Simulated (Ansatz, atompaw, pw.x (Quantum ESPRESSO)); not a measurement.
# tungsten: does the PAW (atompaw) potential hold in the solid?

atompaw 4.2.0.5 input, output lines left out:

```
W 74
GGA-PBESOL scalarrelativistic loggrid 2001 logderivrange -8 5 326
6 6 5 4 0 0
6 0 1
6 1 0
5 2 5
0 0 0
c
c
c
c
v
v
c
c
c
v
v
c
c
v
c
2
2.60 2.05 2.10 2.35
n
n
y
0.05
n
custom rrkj vanderbiltortho sinc
3 0 troulliermartins
1.40
2.10
2.05
2.60
2.60
2.60
```

Atomic tests: cutoffs needed: 25 Ry and 40 Ry (the cutoffs (Ry, on a coarse ladder) from which the occupation-weighted sum of valence levels, in a spherical-Bessel basis at the reference potential, stays within 10 and 1 mRy of its value at 400 Ry); ghost test: no extra level below or beside the all-electron valence levels (s, p, d, f tested) (spherical-Bessel basis up to 400 Ry, 20 bohr box); lowest eigenvalue of the overlap operator: 0.11 (s channel).

Crystal test: fcc W in pw.x 7.5, no spin, 14³ k-points, Fermi–Dirac smearing 0.01 Ry, cutoffs 50/500 Ry. The reference is all-electron LAPW (Ansatz 0.2.0) with the same functional, mesh and smearing; V0 and B0 come from Birch–Murnaghan fits to the pressures at five volumes. Errors are pseudo minus all-electron; Δ is the rms difference of the E(V) curves that follow from these fits, minima aligned, over ±6 % about the mean V0. Mesh and smearing are coarse, so the numbers serve the comparison and aren't converged zero-temperature values; the lattice is a test structure that the element need not adopt.

All-electron: a0 = 4.000 Å (V0 = 16.00 Å³/atom), B0 = 298.8 GPa.

**Question.** How far does the potential miss the all-electron equation of state?

**Answer.** mean pressure error (GPa): -1.97; a0 (Å): 3.992; a0 error (%): -0.22; B0 error (%): +0.6; Δ (meV/atom): 6.9. The logarithmic derivative shows an extra or strongly shifted pseudo pole above the reference energy (s near 1.14 Ry, d near 0.66 Ry).

| V (Å³/atom) | P all-electron (GPa) | P pseudo (GPa) |
| --- | --- | --- |
| 15.195 | 17.15 | 14.86 |
| 15.595 | 8.12 | 6.02 |
| 15.995 | 0.14 | -1.79 |
| 16.395 | -6.90 | -8.71 |
| 16.795 | -13.11 | -14.79 |

**Question.** At the middle volume, how do free energy and pressure move when the wave cutoff is lowered (ecutrho held at 500 Ry)?

**Answer.**

| cutoff (Ry) | shift of F (meV/atom) | shift of P (GPa) |
| --- | --- | --- |
| 22 | +231.5 | -8.12 |
| 30 | +53.8 | -1.00 |
| 40 | +9.0 | -0.03 |

Input at the middle volume:

```
&control
  calculation='scf', prefix='x', pseudo_dir='./', outdir='./tmp', tstress=.true., disk_io='none'
/
&system
  ibrav=0, nat=1, ntyp=1, ecutwfc=50, ecutrho=500, nbnd=15,
  occupations='smearing', smearing='fd', degauss=0.01
/
&electrons
  conv_thr=1e-09, mixing_beta=0.4, electron_maxstep=70
/
ATOMIC_SPECIES
W 1.0 W.UPF
CELL_PARAMETERS angstrom
  0.00000000 1.99979164 1.99979164
  1.99979164 0.00000000 1.99979164
  1.99979164 1.99979164 0.00000000
ATOMIC_POSITIONS crystal
W 0.0000 0.0000 0.0000
K_POINTS automatic
14 14 14 0 0 0
```

```bash
pw.x < W.scf.in > W.scf.out
```

Lines of the output:

```
Message from routine setup:
     using ibrav=0 with symmetry is DISCOURAGED, use correct ibrav instead
     lattice parameter (alat)  =       5.3444  a.u.
     unit-cell volume          =     107.9396 (a.u.)^3
     number of electrons       =        14.00
     number of Kohn-Sham states=           15
     kinetic-energy cutoff     =      50.0000  Ry
     charge density cutoff     =     500.0000  Ry
     scf convergence threshold =      1.0E-09
     Exchange-correlation= SLA PW PSX PSC
     number of k points=   104  Fermi-Dirac smearing, width (Ry)=  0.0100
     iteration #  1     ecut=    50.00 Ry     beta= 0.40
     total energy              =    -750.79946108 Ry
     estimated scf accuracy    <       0.13191990 Ry
     iteration #  2     ecut=    50.00 Ry     beta= 0.40
     total energy              =    -750.80165469 Ry
     estimated scf accuracy    <       0.01786292 Ry
     iteration #  3     ecut=    50.00 Ry     beta= 0.40
     c_bands:  1 eigenvalues not converged
     c_bands:  1 eigenvalues not converged
     total energy              =    -750.80479324 Ry
     estimated scf accuracy    <       0.00414416 Ry
     iteration #  4     ecut=    50.00 Ry     beta= 0.40
     c_bands:  2 eigenvalues not converged
     c_bands:  1 eigenvalues not converged
     c_bands:  4 eigenvalues not converged
     c_bands:  1 eigenvalues not converged
     c_bands:  2 eigenvalues not converged
     c_bands:  1 eigenvalues not converged
     [... 14 repeated lines left out ...]
     total energy              =    -750.80494412 Ry
     estimated scf accuracy    <       0.00349155 Ry
     iteration #  5     ecut=    50.00 Ry     beta= 0.40
     [... 2 repeated lines left out ...]
     total energy              =    -750.80504757 Ry
     estimated scf accuracy    <       0.00014056 Ry
     iteration #  6     ecut=    50.00 Ry     beta= 0.40
     [... 67 repeated lines left out ...]
     total energy              =    -750.80514334 Ry
     estimated scf accuracy    <       0.00069096 Ry
     iteration #  7     ecut=    50.00 Ry     beta= 0.40
     [... 47 repeated lines left out ...]
     total energy              =    -750.80523567 Ry
     estimated scf accuracy    <       0.00000952 Ry
     iteration #  8     ecut=    50.00 Ry     beta= 0.40
     [... 24 repeated lines left out ...]
     total energy              =    -750.80525789 Ry
     estimated scf accuracy    <       0.00000930 Ry
     iteration #  9     ecut=    50.00 Ry     beta= 0.40
     [... 10 repeated lines left out ...]
     total energy              =    -750.80526411 Ry
     estimated scf accuracy    <       0.00001067 Ry
     iteration # 10     ecut=    50.00 Ry     beta= 0.40
     [... 5 repeated lines left out ...]
     total energy              =    -750.80526622 Ry
     estimated scf accuracy    <       0.00000003 Ry
     iteration # 11     ecut=    50.00 Ry     beta= 0.40
     [... 6 repeated lines left out ...]
     total energy              =    -750.80526629 Ry
     estimated scf accuracy    <       0.00000006 Ry
     iteration # 12     ecut=    50.00 Ry     beta= 0.40
     [... 3 repeated lines left out ...]
     total energy              =    -750.80526646 Ry
     estimated scf accuracy    <       0.00000001 Ry
     iteration # 13     ecut=    50.00 Ry     beta= 0.40
     [... 1 repeated lines left out ...]
     total energy              =    -750.80526645 Ry
     estimated scf accuracy    <       0.00000005 Ry
     iteration # 14     ecut=    50.00 Ry     beta= 0.40
     the Fermi energy is    20.5830 ev
!    total energy              =    -750.80526647 Ry
     estimated scf accuracy    <          2.0E-10 Ry
     smearing contrib. (-TS)   =      -0.00509185 Ry
     The total energy is F=E-TS. E is the sum of the following terms:
     one-electron contribution =     -10.36426276 Ry
     hartree contribution      =      22.36270659 Ry
     xc contribution           =     -16.24905654 Ry
     ewald contribution        =    -118.89640834 Ry
     one-center paw contrib.   =    -627.65315357 Ry
     convergence has been achieved in  14 iterations
          total   stress  (Ry/bohr**3)                   (kbar)     P=      -17.91
     Message from routine punch:
     Nothing written, as per user request (disk_io='none')
```

The run at the middle volume (104 k-points, 14 iterations) took about 37 s on one core of a shared host (Intel(R) Xeon(R) Platinum 8259CL CPU @ 2.50GHz, 96 threads, 755 GiB, load 46).
